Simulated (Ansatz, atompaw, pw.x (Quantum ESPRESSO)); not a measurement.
pw.x on bcc H: one setting changed

Potential: PAW, atompaw 4.2.0.5, PBEsol; core none, reference 1s1; waves: 1s (bound): rc 1.55 bohr; 1s channel at 2.75 Ry: rc 1.55 bohr; 2p channel at 0.25 Ry: rc 1.55 bohr; local part: troulliermartins scheme with l = 2 at 0.5 Ry, radius 1.45 bohr; core correction: none; augmentation: sinc compensation charge, radius 1.40 bohr; PAW radius 1.55 bohr; waves and projectors: custom rrkj gramschmidtortho.

The reference run (k-mesh 18³, cutoffs 40/400 Ry, Fermi–Dirac 0.01 Ry, mixing_beta 0.4, conv_thr 1e-9, no spin) gives -3.09 GPa at 2.977 Å³/atom, where all-electron LAPW gives -2.42 GPa. This run, with its own iteration cap, changes degauss to 0.02.

```
&control
  calculation='scf', prefix='x', pseudo_dir='./', outdir='./tmp', tstress=.true., disk_io='none'
/
&system
  ibrav=0, nat=1, ntyp=1, ecutwfc=40, ecutrho=400, nbnd=7,
  occupations='smearing', smearing='fd', degauss=0.02
/
&electrons
  conv_thr=1e-09, mixing_beta=0.4, electron_maxstep=60
/
ATOMIC_SPECIES
H 1.0 H.UPF
CELL_PARAMETERS angstrom
  -0.90623246 0.90623246 0.90623246
  0.90623246 -0.90623246 0.90623246
  0.90623246 0.90623246 -0.90623246
ATOMIC_POSITIONS crystal
H 0.0000 0.0000 0.0000
K_POINTS automatic
18 18 18 0 0 0
```

```bash
pw.x < H.scf.in > H.scf.out
```

Task: How does the run end?

Result: It converges in 5 iterations; the free energy moves by -9.0 meV/atom and the pressure by +0.41 GPa. In a metal, with Fermi–Dirac smearing, F lies below its zero-width value by a term in the square of the width.

```
Message from routine setup:
     using ibrav=0 with symmetry is DISCOURAGED, use correct ibrav instead
     lattice parameter (alat)  =       2.9662  a.u.
     unit-cell volume          =      20.0898 (a.u.)^3
     number of electrons       =         1.00
     number of Kohn-Sham states=            7
     kinetic-energy cutoff     =      40.0000  Ry
     charge density cutoff     =     400.0000  Ry
     scf convergence threshold =      1.0E-09
     Exchange-correlation= SLA PW PSX PSC
     number of k points=   195  Fermi-Dirac smearing, width (Ry)=  0.0200
     iteration #  1     ecut=    40.00 Ry     beta= 0.40
     total energy              =      -1.07204800 Ry
     estimated scf accuracy    <       0.00000509 Ry
     iteration #  2     ecut=    40.00 Ry     beta= 0.40
     total energy              =      -1.07193980 Ry
     estimated scf accuracy    <       0.00000203 Ry
     iteration #  3     ecut=    40.00 Ry     beta= 0.40
     total energy              =      -1.07193972 Ry
     estimated scf accuracy    <          8.3E-09 Ry
     iteration #  4     ecut=    40.00 Ry     beta= 0.40
     total energy              =      -1.07193970 Ry
     estimated scf accuracy    <          1.9E-09 Ry
     iteration #  5     ecut=    40.00 Ry     beta= 0.40
     the Fermi energy is     3.8339 ev
!    total energy              =      -1.07193970 Ry
     estimated scf accuracy    <          7.9E-13 Ry
     smearing contrib. (-TS)   =      -0.00175312 Ry
     convergence has been achieved in   5 iterations
          total   stress  (Ry/bohr**3)                   (kbar)     P=      -26.82
     Message from routine punch:
     Nothing written, as per user request (disk_io='none')
```

The run took about 1.9 s on one core of a shared host (AMD EPYC 9B14, 90 threads, 708 GiB, load 15).
